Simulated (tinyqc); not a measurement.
LCCD on RHF in the sto-3g basis, frozen core, for HF, spin multiplicity 1, step by step. One step of it, computed by the program tinyqc.

Problem. LCCD: starting amplitudes. t_ij^ab = <ij||ab> / (e_i + e_j - e_a - e_b), whose energy is MP2.

orbital energies (hartree): MO1 -25.894006, MO2 -1.498253, MO3 -0.606323, MO4 -0.467518, MO5 -0.467518, MO6 0.709844

Two-electron integrals over orbitals (pq|rs), unique and non-zero (hartree); the lowest 1 orbital is frozen and left out:
```
(22|22) 0.859603    (32|22) 0.000545    (32|32) 0.158364    (33|22) 0.771013
(33|32) -0.065038   (33|33) 0.810893    (42|42) 0.176694    (43|42) -0.047579
(43|43) 0.054260    (44|22) 0.872713    (44|32) -0.075377   (44|33) 0.784116
(44|44) 0.997514    (52|52) 0.176694    (53|52) -0.047579   (53|53) 0.054260
(54|54) 0.053770    (55|22) 0.872713    (55|32) -0.075377   (55|33) 0.784116
(55|44) 0.889973    (55|55) 0.997514    (62|22) -0.141824   (62|32) -0.032189
(62|33) -0.049988   (62|44) -0.142255   (62|55) -0.142255   (62|62) 0.101224
(63|22) -0.136857   (63|32) 0.091234    (63|33) -0.134950   (63|44) -0.175361
(63|55) -0.175361   (63|62) 0.061910    (63|63) 0.153058    (64|42) -0.047055
(64|43) -0.010477   (64|64) 0.032582    (65|52) -0.047055   (65|53) -0.010477
(65|65) 0.032582    (66|22) 0.698663    (66|32) 0.079043    (66|33) 0.668355
(66|44) 0.658374    (66|55) 0.658374    (66|62) -0.069963   (66|63) -0.010276
(66|66) 0.720395
```

Give: Starting amplitudes; correlation energy.

Solution.

Starting amplitudes (spin orbitals 1a, 1b, ...; amplitudes related by a flip of all spins are not repeated):
```
from      to        t
3a 3b  6a 6b  -0.0581
2a 2b  6a 6b  -0.0229
2a 3b  6a 6b  -0.0176
5a 5b  6a 6b  -0.0138
4a 4b  6a 6b  -0.0138
```

correlation energy = -0.014297 hartree
